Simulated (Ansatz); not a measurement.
Cost and result for the atomization energy of C₂HF₂, SMILES `[CH]=C(F)F` radical (5 atoms, 4 bonds).

Charge 0, multiplicity 2. Geometry: relaxed with PBE0-D4/def2-TZVP. Program: Ansatz. All runs use 2 threads of a server CPU on a shared host. Times are those of one run each, without the atoms' runs, and a repeat can differ threefold. Electronic energies, without spin–orbit coupling; frozen cores. CCSD(T)/CBS adds CCSD(T) − MP2 in def2-TZVPP to the MP2 limit, and its time is that of the two runs behind it. T1 = 0.027; ⟨S²⟩ of the reference is 0.90. HSE06 is the plane-wave form, built on full-range PBE exchange.

CCSD(T)/CBS is a level of theory with its own doubt, some kJ/mol a heavy atom from the limit and from the frozen cores, so smaller differences don't rank the functionals.

| level | functions | wall time |
| --- | --- | --- |
| revPBE-D4/def2-TZVPP | 138 | 2.2 s |
| BLYP-D4/def2-TZVPP | 138 | 3.2 s |
| HSE06-D4/def2-TZVPP | 138 | 3.2 s |
| PBE0-D4/def2-TZVPP | 138 | 3.2 s |
| B2PLYP/def2-TZVPP | 138 | 4.5 s |
| CCSD(T)/def2-SVP | 61 | 6 s |
| r2SCANh-D4/def2-TZVPP | 138 | 7.5 s |
| ωB97X-V/def2-TZVPP | 138 | 7.5 s |
| B97M-V/def2-TZVPP | 138 | 8.5 s |
| ωB97M-V/def2-TZVPP (with forces) | 138 | 9 s |
| MP2/def2-QZVPP | 258 | 13 s |
| CCSD(T)/def2-TZVPP | 138 | 100 s |
| CCSD(T)/CBS(def2) | – | 110 s |

(1) What atomization energy does each give, and how far from CCSD(T)/CBS? (Estimate.)

Answers

(1) Computed: 
| level | atomization (kcal/mol) | difference from CCSD(T)/CBS | per bond |
| --- | --- | --- | --- |
| revPBE-D4/def2-TZVPP | 472.1 | 13.2 | 3.3 |
| BLYP-D4/def2-TZVPP | 470.5 | 11.6 | 2.9 |
| HSE06-D4/def2-TZVPP | 471.0 | 12.1 | 3.0 |
| PBE0-D4/def2-TZVPP | 470.3 | 11.4 | 2.9 |
| B2PLYP/def2-TZVPP | 457.9 | -1.0 | -0.3 |
| CCSD(T)/def2-SVP | 437.7 | -21.2 | -5.3 |
| r2SCANh-D4/def2-TZVPP | 464.2 | 5.3 | 1.3 |
| ωB97X-V/def2-TZVPP | 462.2 | 3.3 | 0.8 |
| B97M-V/def2-TZVPP | 464.6 | 5.7 | 1.4 |
| ωB97M-V/def2-TZVPP (with forces) | 463.5 | 4.6 | 1.2 |
| MP2/def2-QZVPP | 469.1 | 10.2 | 2.5 |
| CCSD(T)/def2-TZVPP | 445.6 | -13.3 | -3.3 |
| CCSD(T)/CBS(def2) | 458.9 | 0.0 | 0.0 |

Leaving LDA and LC-ωPBE aside and taking each functional with its dispersion term where it has one, the values, not all of them listed here, spread over 57.0 kcal/mol, from BHLYP-D4 to PBE-D4. LDA lies +75.2 kcal/mol from PBE without D4, its usual overbinding. At CCSD(T), def2-SVP lies −21.2 kcal/mol from the extrapolated value and def2-TZVPP −13.2 kcal/mol: correlation converges slowly with the basis, and small sets miss more of it in the bonded molecule than in its fragments. In def2-TZVPP, CCSD(T) changes the Hartree–Fock value by +130.9 kcal/mol (the triples alone add +10.9 kcal/mol) and MP2 by +146.5 kcal/mol; breaking electron pairs costs correlation energy, which Hartree–Fock lacks.
